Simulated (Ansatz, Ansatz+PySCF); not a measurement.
```csv
atom,x (Å),y (Å),z (Å)
B,0.0000,0.0000,-0.1920
H,0.0000,0.0000,0.9601
```

RHF-MP2 on singlet BH was run in several spherical basis sets with Ansatz (development build ahead of 0.2.0). Frozen core: 1 orbital.

Q: Rank the basis sets by the total energy that they give, lowest first, with the distance from the lowest.
A. def2-TZVP
B. 6-31G(d)
C. def2-SVP
D. cc-pVTZ
E. cc-pVDZ

A: D (0.00 eV), A (0.08 eV), E (0.52 eV), B (0.89 eV), C (1.23 eV).

Totals follow the description of the cores as much as that of the bonds, so this order isn't one of quality for chemistry.
